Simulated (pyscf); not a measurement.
`[OH][PH][O][SiH3]` + `[H][H]` → `[SiH3][O][PH2]` + `[OH2]`, a four-centre exchange (singlet surface; O–P, H–H broken, H–P, H–O formed). PySCF, gas phase, ωB97X-D3(BJ)/def2-SVP geometries. Energies in kJ/mol from the separated reactants.

Small-basis levels: PySCF, no dispersion term, spherical d functions. 

Quick MP2/6-31G* single points give ΔE‡ = 301.6 kJ/mol and ΔE = +49.1 kJ/mol. What does ωB97M-D3(BJ)/def2-TZVP give, and how far is the quick result from it?

ωB97M-D3(BJ)/def2-TZVP gives ΔE‡ = 245.9 kJ/mol and ΔE = +24.3 kJ/mol. MP2/6-31G* lies 55.7 kJ/mol over it in the barrier and 24.8 kJ/mol over it in the reaction energy, so on this step it does not hold to within 12.6 kJ/mol. ωB97M-D3(BJ)/def2-TZVP has limits of its own. HO–PH–O–SiH₃ lies 67.3 kJ/mol over its isomer HO–SiH₂–O–PH₂ (electronic energy, ωB97M-D3(BJ)/def2-TZVP). H₃Si–O–PH₂ lies 23.9 kJ/mol over its isomer HO–SiH₂–PH₂ (electronic energy, ωB97M-D3(BJ)/def2-TZVP). This is the saddle that the search found; another between the same sides may lie lower.
